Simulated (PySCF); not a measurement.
## Which proton of methyl chloride is most acidic?

Parent: methyl chloride, `CCl` (CH3Cl). Non-hydrogen atoms are numbered in `[CH3:1][Cl:2]`.

Energies: M06-2X/ma-def2-TZVP (PySCF, density fitting, integration grid level 3) on PBE0-D3(BJ)/ma-def2-SVP structures. Zero-point and thermal terms (298.15 K, 1 bar) come from unscaled PBE0-D3(BJ)/ma-def2-SVP harmonic frequencies, with soft modes damped to free rotors in the entropy.

| site | product | ΔH(acid) / kcal/mol | ΔG(acid) / kcal/mol |
| --- | --- | --- | --- |
| C1 (methyl carbon) | `[CH2-]Cl` | 396.1 | 387.6 |

ΔH and ΔG refer to AH → A⁻ + H⁺ in the gas phase. Sites whose products fell apart, merged with another or lost in a GFN2-xTB screen aren't listed.

Vertical detachment energies of the anions: `[CH2-]Cl` 1.60 eV.

Measured values (NIST Chemistry WebBook, evaluated or the median of agreeing entries): deprotonation enthalpy (ΔH) 1671 kJ/mol (computed 1657, difference -14); gas-phase acidity (ΔG) 1634 kJ/mol (computed 1622, difference -13).

Differences come from unrounded values, so a last digit can differ from that of the printed terms.
